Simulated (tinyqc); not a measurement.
Worked calculation: UHF in the sto-6g basis, for H2O, spin multiplicity 1. Computed by tinyqc, a small Python program that keeps every step (integrals from PySCF). Settings: charge = 0, multiplicity = 1, basis = sto-6g, energy threshold = 1e-10, iteration cap = 60, orthogonalisation = canonical, start = core, DIIS depth = 3, DIIS from iteration = 2, damping = 0.7, method = UHF, break = 0.4. Command: `OMP_NUM_THREADS=1 python tinyqc.py 25405 25406 out.jsonl` (the two numbers bound the seeds that draw the settings). One thread of a shared host (Intel(R) Xeon(R) Processor @ 2.60GHz), about 0.2 s of CPU time with the checks.

Geometry (angstrom):
```
atom         x          y         z
O     0.000000   0.000000  0.000000
H     0.000000   0.751000  0.712000
H     0.000000  -0.751000  0.712000
```

Stop when the energy changes by less than 1e-10 hartree and every element of the error matrix X^T (F D S - S D F) X (for each spin) is below 3e-06.

Course of the cycle:
```
iteration   E (hartree)     change  largest element of the error matrix
1          -74.10003521          -                             3.97e-01
2          -74.49767591  -3.98e-01                             3.06e-01
3          -74.80231117  -3.05e-01                             2.26e-01
4          -75.03261534  -2.30e-01                             1.72e-01
5          -75.19883020  -1.66e-01                             1.22e-01
6          -75.32348963  -1.25e-01                             8.71e-02
7          -75.41963861  -9.61e-02                             6.19e-02
8          -75.49203984  -7.24e-02                             4.38e-02
9          -75.54515622  -5.31e-02                             3.09e-02
10         -75.58337996  -3.82e-02                             2.18e-02
11         -75.61052198  -2.71e-02                             1.53e-02
12         -75.62971146  -1.92e-02                             1.07e-02
13         -75.64323696  -1.35e-02                             7.52e-03
14         -75.65275013  -9.51e-03                             5.27e-03
...                 ...        ...                                  ...
47         -75.67509062  -7.44e-08                             4.09e-08
48         -75.67509067  -5.20e-08                             2.86e-08
49         -75.67509071  -3.64e-08                             2.00e-08
50         -75.67509073  -2.55e-08                             1.40e-08
51         -75.67509075  -1.79e-08                             9.81e-09
52         -75.67509076  -1.25e-08                             6.87e-09
53         -75.67509077  -8.75e-09                             4.81e-09
54         -75.67509078  -6.12e-09                             3.37e-09
55         -75.67509078  -4.29e-09                             2.36e-09
56         -75.67509078  -3.00e-09                             1.65e-09
57         -75.67509078  -2.10e-09                             1.15e-09
58         -75.67509079  -1.47e-09                             8.08e-10
59         -75.67509079  -1.03e-09                             5.66e-10
60         -75.67509079  -7.20e-10                             3.96e-10
```

Can the last value be used, and what does the course show?

Not by the stop rule, although the second column moves by less than 1e-07 over the last three steps. Not converged within the cap of 60 iterations: the residual falls steadily but slowly, by a factor of about 0.70 a step. Reruns (cap 100 unless said): DIIS 8: converged in 11; damping 0.5: converged in 61; level shift 0.5: converged in 47; atomic densities as start, DIIS 8: converged in 8; the original settings with a cap of 400: converged in 66. PySCF UHF in the same basis, after a stability check = -75.67509079 hartree.
